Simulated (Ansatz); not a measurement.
The first iterations of a band of BClFH (4 atoms, charge 0, multiplicity 1).

Method: Ansatz 0.2.0, RKS B3LYP/def2-SVP.

```json
{"movable images": "7", "climbing image": "yes", "spring": "5.0 eV/Å²", "optimiser": "quadratic models (default)", "start path": "through a guess of the saddle point", "force threshold": "0.05 eV/Å", "iteration limit": "60", "end points": "relaxed"}
```

Initial state:

```xyz
4
Properties=species:S:1:pos:R:3
B 0.253 0.000 0.188
H 0.217 0.000 1.387
F 1.409 0.000 -0.438
Cl -1.223 0.000 -0.758
```

Final state:

```xyz
4
Properties=species:S:1:pos:R:3
B -0.604 -0.001 -0.202
H 1.276 0.000 0.550
F 2.157 0.000 0.885
Cl -2.173 0.000 -0.854
```

| iteration | highest image above the first end (eV) | largest band force component (eV/Å) |
| --- | --- | --- |
| 1 | 6.225 | 6.783 |
| 2 | 5.587 | 2.861 |
| 3 | 5.207 | 2.431 |
| 4 | 5.032 | 1.962 |

Question: Does the band converge within its limit, and where does its top end?

Answer: The run converged. It ended after 12 iterations with the highest image 4.842 eV above the first end. Neighbouring images differ by up to 2.6 eV, so the band resolves the path poorly. A vibrational analysis at the climbing image gives one clearly imaginary mode, 1077i cm⁻¹: a first-order saddle point. The orbitals stay closed-shell, which can raise the energy where a bond breaks towards radicals; this wasn't checked here.

Run time: 90 s on 1 thread of Arm Neoverse V1, on a shared host, peak memory 0.099 GiB.
